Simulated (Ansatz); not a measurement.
Problem. Name a neutral molecule of Mg, N, O and H with LUMO energy (ωB97M-V/def2-TZVPP) between 0.30 and 0.60 eV and LUMO energy (PBE/def2-TZVPP) between -1.75 and -1.45 eV (Ansatz, PBE0-D4/def2-TZVP geometry).

Solution. `[NH2][Mg][OH]` (0.35 eV, -1.61 eV). Other molecules can fit too; these were computed, each in one conformer that needn't be the lowest.
